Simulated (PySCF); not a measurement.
# A diatomic session: Li₂

An exercise on one series of results from a longer session: the logs are not shown, and one member is left open.

Program: PySCF 2.14.0. Level of theory: Li STO-3G, no relativity. These are calculated values, not measurements.

Set-up of the first run:

Settings of the job:

| Property | Result |
| --- | --- |
| atoms | Li, Li |
| charge | 0 |
| basis | Li STO-3G |
| Hamiltonian | no relativity |
| basis functions | 10 |
| electrons treated | 6 |
| masses in u | 7.0160, 7.0160 |
| levels | PBE0, PBE, r²SCAN, MN15, B97-3, B3LYP, HF, MP2, SCS-MP2, CCSD, CCSD(T) |
| grid | 80 radial by 434 angular points |
| occupations | held fixed by the projection of orbital angular momentum |
| dissociation limit | Li + Li, each in its ground configuration |
| starting distance in angstrom | 2.570 |
| values of 2S to try | 0, 2 |

Command:

```
$ OMP_NUM_THREADS=1 python dia.py task.json out
```

Among the steps run: Set-up; PBE0 along the bond; Higher solutions at PBE0; PBE; r²SCAN (meta-GGA); MN15 (hybrid meta-GGA); B97-3; B3LYP (global hybrid GGA); RHF; MP2 and coupled cluster.

One of the session's tables, all rows but one given; the rest of the session is left out.

Energy (eV) from each level's lowest point:

```
R (Å)    RHF  RHF-MP2  RHF-SCS-MP2  RHF-CCSD  RHF-CCSD(T)
2.316  0.196    0.180        0.177       n/a          n/a
2.424  0.094    0.086        0.085     0.049        0.049
2.531  0.032    0.029        0.029     0.011        0.011
2.612  0.008    0.007        0.007     0.000        0.000
2.693  0.000    0.000        0.000     0.002        0.002
2.774      ?        ?            ?         ?            ?
2.881  0.033    0.030        0.029     0.043        0.043
3.016  0.092    0.082        0.080     0.097        0.097
3.178  0.192    0.169        0.164     0.177        0.177
3.393  0.359    0.311        0.301       n/a          n/a
```

Q: Estimate the row for R (Å) = 2.774 from the others.

Worked estimate for «RHF». A straight line through the neighbours (2.693, 0.000) and (2.881, 0.033) gives 0.000 + (0.033 − 0.000) × (2.774 − 2.693) / (2.881 − 2.693) = 0.014; a parabola fitted to 4 rows on both sides gives 0.007.

As computed: RHF: 0.006; RHF-MP2: 0.006; RHF-SCS-MP2: 0.005; RHF-CCSD: 0.014; RHF-CCSD(T): 0.014. In «RHF» the line misses by +0.008 and the parabola by +0.001.

State 2 has its PBE0 minimum 0.85 eV higher. State 3 has its PBE0 minimum 1.33 eV higher. The other levels ran on the lowest alone.
